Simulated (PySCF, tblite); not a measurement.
## fluoromethane and acetonitrile

A gas-phase complex of fluoromethane and acetonitrile; neutral, singlet. The structure comes from a short search (6 tight-binding starts) and was relaxed by PBE0-D3(BJ)/def2-SVPD; another way of binding may lie lower. No frequency run checks that it is a minimum.

```json
{"part": "1", "name": "fluoromethane", "SMILES": "CF", "atoms": "1–5", "charge": "0", "multiplicity": "1"}
{"part": "2", "name": "acetonitrile", "SMILES": "CC#N", "atoms": "6–11", "charge": "0", "multiplicity": "1"}
```

Coordinates in Å:
```
C1      0.298    0.301   -0.087
F2      0.217   -0.919    0.567
H3      1.328    0.673   -0.005
H4     -0.399    1.001    0.392
H5      0.032    0.149   -1.142
C6     -1.051   -1.079    3.571
C7     -1.238    0.291    3.129
N8     -1.381    1.379    2.763
H9     -0.472   -1.625    2.814
H10    -0.512   -1.098    4.528
H11    -2.025   -1.569    3.704
```

```json
{"contact": "H9···F2", "kind (by geometry)": "C–H hydrogen bond", "distance (Å)": "2.455", "angle (°)": "130"}
```

Interaction energies are complex less parts, with the parts frozen as they stand in it; counterpoise-corrected, in kcal/mol (PySCF).

How strongly do the parts interact, level by level?


```json
{"level": "wB97M-D3(BJ)/def2-TZVPD", "interaction": "-3.58", "superposition error removed": "-0.08"}
{"level": "PBE0-D3(BJ)/def2-TZVPD", "interaction": "-3.56", "superposition error removed": "-0.06"}
{"level": "RI-MP2/def2-TZVPD", "interaction": "-3.31", "superposition error removed": "-0.57"}
```

What holds them together? Decompose the wB97M-D3(BJ)/def2-TZVPD energy: frozen parts, their antisymmetrised product, then relaxation.

electrostatic -4.2, Pauli repulsion +2.9, orbital relaxation -1.0, dispersion correction -1.3 kcal/mol, which sum to the value before the counterpoise correction; the Pauli term holds the exchange-correlation of the frozen density too. Of the attraction, 65 % is electrostatic, 19 % is dispersion correction, 16 % is orbital relaxation.

The parts were also relaxed and run alone, at the levels used for the complex: shieldings by PBE0/pcSseg-2; core levels by delta-SCF with SCAN, pcX-2 on the ionised atom and pcseg-1 elsewhere, spin-free X2C.

Values alone: C6–H9 bond (Å): 1.098; shielding of H9 (ppm): 29.53; shielding of F2 (ppm): 465.8; shielding of C6 (ppm): 183.4; F2 1s core level (eV): 692.77; C6 1s core level (eV): 292.80; C7 1s core level (eV): 292.66.

How do these values change when the complex forms?


| property | alone | in the complex | change |
| --- | --- | --- | --- |
| C6–H9 bond (Å) | 1.098 | 1.098 | -0.001 |
| shielding of H9 (ppm) | 29.53 | 28.98 | -0.55 |
| shielding of F2 (ppm) | 465.8 | 463.2 | -2.6 |
| shielding of C6 (ppm) | 183.4 | 183.1 | -0.3 |
| F2 1s core level (eV) | 692.77 | 692.67 | -0.10 |
| C6 1s core level (eV) | 292.80 | 292.46 | -0.34 |
| C7 1s core level (eV) | 292.66 | 292.50 | -0.16 |

The core-hole state of C7 is spin-contaminated (⟨S²⟩ 0.83 against 0.75 for a pure doublet), so that value and differences from it are less sure.

The 5 runs behind this took 2.2 min in all, one thread each of Intel Xeon 6975P-C on a shared host, launched as `OMP_NUM_THREADS=1 python cluster_run.py task.json out`.
